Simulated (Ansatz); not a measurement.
```yaml
crystal:
  periodic: [false, false, false]
  atoms:
    - {symbol: S, position_ang: [0.000000, 0.000000, 0.000000]}
    - {symbol: H, position_ang: [0.000000, 0.000000, 1.360000]}
basis:
  gaussian: {orbitals: def2-TZVP}
magnetization: {spin_polarized: true, initial_magnetization: 1}
hamiltonian: {xc: pbe0}
relax: {f_tol: 0.004, max_steps: 80}
```

```sh
$ ansatz run in.yaml --threads 1 --pin off --events-out ev --progress --plain --max-ram 2176MiB
```

Steps of the relaxation (energy above the last step; positions in Å, forces in eV/Å):

```
2
step 1, 2.6 meV
S     0.000    0.000    0.000    0.000    0.000    0.361
H     0.000    0.000    1.360    0.000    0.000   -0.361
```

```
2
step 2, 0.4 meV
S     0.000    0.000    0.004    0.000    0.000    0.138
H     0.000    0.000    1.356    0.000    0.000   -0.138
```

```
2
step 3, 0.0 meV
S     0.000    0.000    0.007    0.000    0.000    0.003
H     0.000    0.000    1.353    0.000    0.000   -0.003
```

Close pairs at the end: S1–H2 1.346 Å.

A stationary point of unrestricted PBE0 after 3 steps, with ⟨S²⟩ = 0.755 against 0.75 for a pure state. 2.1 s on 1 thread of Arm Neoverse V1, shared host.
